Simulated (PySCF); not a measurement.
Open-shell species derived from `C=C1CC1`. All by UKS B3LYP (pcH-1 on C H) in PySCF, non-relativistic with spin–orbit coupling as a perturbation, on GFN2-xTB geometries; isolated species, one conformer each; SCF stability not tested; anions may not bind their extra electron in the gas phase; [CH2+][C]1CC1 (charge +1 and doublet state) is twisted by about 30° about a bond between low-coordinate atoms. Couplings are magnitudes for isotopes of over 50 % abundance, averaged over nuclei equivalent by connectivity (but not across a short bond from an atom whose three angles sum to over 350°); populations are Mulliken's. The geometries weren't refined by DFT: couplings that depend on bond lengths, twists or pyramidal angles can differ widely from those at the functional's own minimum, by a factor of two or more for some ions and for spin on atoms past the first row.

| species | change | ⟨S²⟩ | g1 | g2 | g3 | largest spin population on | largest couplings |
| --- | --- | --- | --- | --- | --- | --- | --- |
| [CH]=C1CC1 | H removed from sp2 C | 0.759 | 2.0016 | 2.0023 | 2.0030 | carbon bonded to C and H (0.94) | 1 × 1H 25 MHz, 2 × 1H 9 MHz, 2 × 1H 4 MHz |
| C[C]1CC1 | H added to sp2 C | 0.753 | 2.0022 | 2.0029 | 2.0030 | carbon bonded to 3 C (0.92) | 4 × 1H 63 MHz, 3 × 1H 60 MHz |
| [CH2-][C]1CC1 (charge -1 and doublet state) | electron added | 0.754 | 2.0021 | 2.0028 | 2.0029 | carbon bonded to C and 2 H (0.53) | 4 × 1H 20 MHz |
| [CH2+][C]1CC1 (charge +1 and doublet state) | electron removed | 0.757 | 2.0024 | 2.0026 | 2.0037 | carbon bonded to 3 C (0.39) | 2 × 1H 81 MHz, 4 × 1H 41 MHz |

Task: Predict the same entries for `C=C1[CH]C1` [radical] (H removed from sp3 C).

Result: ⟨S²⟩: 0.775; g1: 2.0022; g2: 2.0028; g3: 2.0030; largest spin population on: carbon bonded to 2 C and H (0.72); largest couplings: 2 × 1H 66 MHz, 1 × 1H 51 MHz, 1 × 1H 37 MHz, 1 × 1H 35 MHz. The Mulliken spin populations are largest on C3 (+0.72), C1 (+0.59) and C2 (-0.24). The positive populations add up to 1.37 and the negative ones to -0.37, together 2S = 1. The angles at C3 add up to 360.0°, so it is planar; its axial dipolar tensor and the negative coupling of its proton fit spin in a p orbital normal to that plane. (Numbering: [CH2:1]=[C:2]1[CH:3][CH2:4]1 (hydrogens: H5, H6 on C1; H7 on C3; H8, H9 on C4).)

Task: How many first-order lines does each doublet give under fast tumbling, over what width, and where is its centre at 9.5 GHz?

Result: 
| species | lines | width (mT) | centre (mT) |
| --- | --- | --- | --- |
| C=C1[CH]C1 | 24 | 9.1 | 338.93 |
| [CH]=C1CC1 | 18 | 1.8 | 338.99 |
| C[C]1CC1 | 20 | 15.5 | 338.92 |
| [CH2-][C]1CC1 (charge -1 and doublet state) | 5 | 2.8 | 338.94 |
| [CH2+][C]1CC1 (charge +1 and doublet state) | 15 | 11.6 | 338.88 |

Splittings under 0.05 mT aren't counted.

Means can hide wide spreads in the frozen geometry: C[C]1CC1, 3 × 1H from 24 to 132 MHz (mean 60); [CH2+][C]1CC1 (charge +1 and doublet state), 4 × 1H from -14 to 95 MHz (mean 41); C[C]1CC1, 4 × 1H from 50 to 77 MHz (mean 63). The drawing needn't show where the spin sits: the atom drawn as the radical centre holds a spin population of 0.35 in [CH2-][C]1CC1 (charge -1 and doublet state) and 0.39 in [CH2+][C]1CC1 (charge +1 and doublet state).
